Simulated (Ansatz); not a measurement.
**Ladder of methods for the band gap of rock-salt NaF**

Reference value: 11.7 eV (measured, temperature not stated, not corrected to a static lattice, our sources range from 11.50 to 11.70; as tabulated in Koller et al. (2013), arXiv:1304.4470).

### Question
Which of these levels comes closest to the reference?
A) G0W0@PBE (Ansatz (a program for electronic structure))
B) PBE (Ansatz)
C) HSE06 (Ansatz)
D) r²SCAN (Ansatz)

### Answer
A, G0W0@PBE (Ansatz)

```
level (code)           value (eV)  cell (Å³/atom)  difference (eV)
-----------------  --------------  --------------  ---------------
PBE (Ansatz)        6.32 (direct)           12.43            -5.38
r²SCAN (Ansatz)     7.14 (direct)           12.43            -4.56
HSE06 (Ansatz)      8.48 (direct)           12.43            -3.22
G0W0@PBE (Ansatz)  11.05 (direct)           12.43            -0.65
```

Closest of the ranked levels: G0W0@PBE (-0.65 eV). Among them PBE (-5.38 eV) misses by most.

Density-functional gaps are differences of (generalised) Kohn–Sham levels of a static lattice; semilocal ones lie below quasiparticle gaps as a rule. Measured gaps hold zero-point and thermal shifts unless a correction is named.  G0W0@PBE: a quasiparticle level at a band edge is in doubt. Values are at the measured cell. Cutoffs and k meshes differ between the levels. Ansatz's density-functional and Hartree–Fock values are scalar-relativistic unless marked +SOC, with PAW data made under PBE.

Differences are worked out from the printed values.
